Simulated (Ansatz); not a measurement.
A made-up structure of CH3SSi (charge -1), singlet:

C1  (-1.211, -0.459, -1.124)
Si2  (-0.156, 0.535, -0.267)
S3  (1.413, 0.391, 1.342)
H4  (-1.254, -1.540, -0.945)
H5  (-1.585, 0.416, -1.591)
H6  (1.285, -0.937, 1.485)
(Å)

It is relaxed with PBE-D4/def2-SVPD and then PBE0-D4/def2-TZVPD (Ansatz 0.2.0). Atoms count as bonded within 1.22 times the sum of their covalent radii (H–H: 0.88 Å). The end point is not checked to be a true minimum.

Question: Does its bonding change? (Judge from chemistry; the calculation decides.)

Answer: The calculation gives: No: no bond forms or breaks.

Where it ends: The first stage lowers the energy by 1.68 eV in 12 steps. It ends as CH₃SSi ([CH2][Si][SH]), total charge -1:
```
6
angstrom
C -0.9826 -0.2824 -0.9066
Si -0.0966 1.0901 -0.2844
S 1.2825 0.1625 1.2597
H -0.8875 -1.3302 -0.6153
H -1.7309 -0.1087 -1.6826
H 0.9079 -1.1243 1.1291
```

Labels in which every atom is bracketed show which atoms are joined, not bond orders.

For scale, one of the runs: PBE0-D4/def2-TZVPD relaxation, 153 basis functions, launched by `ansatz run in.yaml --threads 2 --pin off --events-out ev --progress --plain --max-ram 4352MiB`. The run took about 39 s on 2 CPU threads of an Arm Neoverse V1 (shared host).
